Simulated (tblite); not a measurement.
Species: C5H9O (doublet state).
Geometry (GFN2-xTB, Å), atoms numbered from 1 in this order:
```
atom  x, y, z in Å
C1    -1.4532   -1.3283   -0.2523
C2    -1.0384   -0.0565   -0.2861
C3    -1.9722    1.1106   -0.4404
O4     0.2400    0.3756   -0.1889
C5     1.3079   -0.4401   -0.0869
C6     2.6377    0.2091   -0.0424
H7    -2.4978   -1.5548   -0.3404
H8    -0.7912   -2.1642   -0.1277
H9    -3.0038    0.7753   -0.4435
H10   -1.7641    1.6349   -1.3725
H11   -1.8247    1.8138    0.3776
H12    1.2020   -1.5000   -0.2299
H13    3.2694   -0.2565    0.7156
H14    3.1653    0.1246   -0.9994
H15    2.5186    1.2644    0.1898
```

Computed values, GFN2-xTB/tblite, gas phase, harmonic and unscaled. Errors from tens to a few hundred cm⁻¹ against measured bands are possible. One conformer, not necessarily the lowest. Open shells enter through the occupations alone, without spin polarisation, and single modes of such species can be off by tens of per cent.

Harmonic wavenumbers (cm⁻¹): 51.9, 67.9, 82.9, 141.4, 192.3, 309.0, 378.8, 414.9, 468.1, 522.1, 644.8, 776.2, 859.3, 936.4, 994.3, 1011.2, 1027.5, 1039.8, 1132.7, 1196.3, 1267.6, 1337.7, 1391.4, 1397.0, 1415.0, 1457.3, 1465.4, 1478.3, 1479.8, 1655.8, 2895.3, 2978.1, 3007.7, 3024.0, 3046.1, 3070.1, 3117.9, 3142.5, 3169.7.

A = 8135, B = 2057, C = 1677 MHz; mass 85.065 u (most abundant isotopes); point group C1, symmetry number 1; spin multiplicity 2.

Problem. Zero-point energy?

Solution. Half the sum of the wavenumbers: 27022 cm⁻¹ = 77.26 kcal/mol.

Problem. Give the ideal-gas entropy at 200 K and 1 bar in the rigid-rotor, harmonic-oscillator model (classical rotation).

Solution. Translation 37.28, rotation 25.65, vibration 16.46, spin (R ln 2) 1.38: S = 80.8 cal/(mol K).

Problem. And Cp and H(200 K) − H(0)?

Solution. Cp = 23.62 cal/(mol K), of which vibrations give 15.67 (their classical limit is 39 R = 77.5); H(200 K) − H(0) = 3.30 kcal/mol without the zero-point energy, 1.72 from vibrations.

Problem. Blend soft modes into free rotors: weight 1/[1 + (100 cm⁻¹/ν̃)⁴] for the oscillator and the rest for a rotor with moment μB/(μ + B), μ = h/(8π²ν), B = 10⁻⁴⁴ kg m². What vibrational entropy results?

Solution. 14.97 cal/(mol K) in place of 16.46, which changes −T·S at 200 K by +0.30 kcal/mol.

Problem. How do the functions run with temperature in this model?

Solution. 
```
T (K)  S (cal/(mol K))  Cp (cal/(mol K))  H − H(0) (kcal/mol)  G − H(0) (kcal/mol)  ln q(vib)
  100             66.9              17.1                 1.27                -5.42       1.70
  300             91.6              30.4                 6.00               -21.48       6.05
  500            110.3              43.4                13.43               -41.72       9.96
  800            133.9              56.8                28.63               -78.46      15.45
 1000            147.2              62.9                40.64              -106.60      18.84
```

q(vib) and H(0) count from the zero-point level.

Hindered rotation and anharmonicity are outside this model. Other conformers, if any are populated, would add a mixing term that is left out. The structure is chiral; the term R ln 2 for an equal mix with its mirror image is left out.

Time: 0.25 s of wall time. Hardware: an Arm Neoverse V2 with one thread, shared host. The figure is for the frequency step alone.
